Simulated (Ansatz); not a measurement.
# C3H9P: the cost of one run

Computed with Ansatz 0.2.0 (the levels named in each step, unless a step's input says otherwise).

## (1) The structure to begin with

Bond lengths: C1–P2 1.854 Å, P2–C3 1.853 Å, P2–C4 1.853 Å, C1–H5 1.089 Å, C1–H6 1.088 Å, C1–H7 1.088 Å, C3–H8 1.089 Å, C3–H9 1.089 Å, C3–H10 1.088 Å, C4–H11 1.089 Å, C4–H12 1.088 Å, C4–H13 1.088 Å. Angles (14 of 21 angles, heavy atoms first): C1–P2–C3 97.8°, C1–P2–C4 97.9°, C3–P2–C4 97.9°, P2–C1–H5 111.4°, P2–C1–H6 109.1°, P2–C1–H7 109.1°, P2–C3–H8 111.4°, P2–C3–H9 109.0°, P2–C3–H10 109.1°, P2–C4–H11 111.4°, P2–C4–H12 109.0°, P2–C4–H13 109.1°, H5–C1–H6 109.4°, H5–C1–H7 109.5°.

As a file:

```xyz
13

C    -0.3302    1.6164   -0.0766
P    -0.1212   -0.1217    0.5338
C     1.5978   -0.4062   -0.0975
C    -1.0389   -0.9811   -0.8280
H    -0.0563    1.7038   -1.1273
H     0.2960    2.2791    0.5163
H    -1.3683    1.9166    0.0536
H     1.6874   -0.1254   -1.1462
H     1.8488   -1.4594    0.0211
H     2.2959    0.1812    0.4946
H    -0.7002   -0.6466   -1.8079
H    -0.8844   -2.0548   -0.7377
H    -2.1023   -0.7772   -0.7245
```

## (2) A rough first relaxation, PBE-D4/def2-SVP

input.yaml

```yaml
crystal:
  periodic: [false, false, false]
  atoms:
    - { symbol: C, position_ang: [-0.33024, 1.61637, -0.07657] }
    - { symbol: P, position_ang: [-0.12119, -0.12175, 0.53382] }
    - { symbol: C, position_ang: [1.59782, -0.40624, -0.0975] }
    - { symbol: C, position_ang: [-1.03894, -0.98108, -0.82804] }
    - { symbol: H, position_ang: [-0.05629, 1.70375, -1.1273] }
    - { symbol: H, position_ang: [0.29605, 2.27908, 0.51632] }
    - { symbol: H, position_ang: [-1.36831, 1.91658, 0.05364] }
    - { symbol: H, position_ang: [1.68736, -0.1254, -1.14622] }
    - { symbol: H, position_ang: [1.84884, -1.45939, 0.02113] }
    - { symbol: H, position_ang: [2.29586, 0.18122, 0.49462] }
    - { symbol: H, position_ang: [-0.70021, -0.64656, -1.80787] }
    - { symbol: H, position_ang: [-0.88445, -2.05476, -0.73767] }
    - { symbol: H, position_ang: [-2.10227, -0.77722, -0.72445] }
basis:
  gaussian: { orbitals: def2-SVP }
hamiltonian:
  xc: pbe
  dispersion: d4
relax:
  f_tol: 0.03
  max_steps: 200
```

Command:

```
> ansatz run input.yaml --threads 4 --pin off --max-ram 10240MiB --backend cpu --events-out ev --progress --plain --runs-dir out
```

What time and memory should one allow on 4 threads of Intel Xeon at 2.50GHz (Skylake/Cascade Lake), shared host?

About 24 s, with a peak of 0.15 GiB.
